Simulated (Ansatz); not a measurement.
Ansatz (a first-principles code) input (CCSD(T)/aug-cc-pV(D+d)Z):
A basis named .json is the Basis Set Exchange file of that set.

Ansatz 0.2 input:
```yaml
crystal:
  periodic: [false, false, false]
  atoms:
    - {symbol: P, position_ang: [0.00516854, -0.00153424, 0.11648047]}
    - {symbol: H, position_ang: [-0.05009241, 1.03292111, -0.85964720]}
    - {symbol: H, position_ang: [-0.02743573, -1.00990756, -0.88755990]}
basis:
  gaussian:
    orbitals: aug-cc-pV_D+d_Z.json
magnetization: {spin_polarized: true, initial_magnetization: 1}
correlation: {method: ccsd_t, electrons: outside_noble_gas}
output: {forces: true}
```

Output:

```
Functional definition: HF
integrals: 0.03 GiB planned
491 factors; integrals over basis functions are off by at most 1.1e-3 eV
mean field: 0.08 GiB planned
mean field evaluation 1: about -9302.4796 eV, gradient 6.1e0 eV
mean field evaluation 2: about -9302.4797 eV, gradient 6.1e0 eV
mean field evaluation 4: about -9302.9670 eV, gradient 5.7e-1 eV
mean field evaluation 8: about -9302.9733 eV, gradient 1.4e-3 eV
mean field evaluation 16: about -9302.9733 eV, gradient 9.3e-7 eV
mean field evaluation 32: about -9300.0248 eV, gradient 4.0e-1 eV
mean field -9302.97331649 eV, -341.8779635991 hartree, gradient 9.3e-7 eV, S^2 0.768119; 1 other end points of the search recorded, 0 dependent functions left out
determinant -9302.97331649 eV, -341.8779635991 hartree, with singles and doubles -9306.82011785 eV, -342.0193309416 hartree
determinant -9300.02953408 eV, -341.7697815910 hartree, with singles and doubles -9304.00885354 eV, -341.9160188838 hartree
5 core orbitals not correlated
reference -9302.97331649 eV, -341.8779635991 hartree; 4, 3 occupied and 41, 42 virtual orbitals, 491 factors
densities: 0.16 GiB planned
second order -3.09145234 eV of doubles, -0.00000000 eV of singles
coupled cluster: 0.13 GiB planned
cycle   1  -3.83586985 eV  change   -1.1e-1 eV  update   1.6e-2
cycle   2  -3.84253672 eV  change   -6.7e-3 eV  update   4.6e-3
cycle   3  -3.84438683 eV  change   -1.9e-3 eV  update   1.6e-3
cycle   4  -3.84488756 eV  change   -5.0e-4 eV  update   4.7e-4
cycle   5  -3.84491580 eV  change   -2.8e-5 eV  update   1.4e-4
cycle   6  -3.84496535 eV  change   -5.0e-5 eV  update   4.5e-5
cycle   7  -3.84498138 eV  change   -1.6e-5 eV  update   1.5e-5
cycle   8  -3.84498087 eV  change    5.1e-7 eV  update   5.2e-6
cycle   9  -3.84497967 eV  change    1.2e-6 eV  update   1.8e-6
perturbative correction -0.10407763 eV, -0.0038247822 hartree
the calculation of the forces begins
Total energy: -9306.92237378 eV, -342.0230887778 hartree
Atom 0 at     0.005169    -0.001534     0.116480 Å, force     0.011928    -0.003541     0.268814 eV/Å
Atom 1 at    -0.050092     1.032921    -0.859647 Å, force    -0.007614     0.150564    -0.132374 eV/Å
Atom 2 at    -0.027436    -1.009908    -0.887560 Å, force    -0.004314    -0.147023    -0.136440 eV/Å
Dipole moment:    -0.004736     0.001406    -0.106731 e Å
```
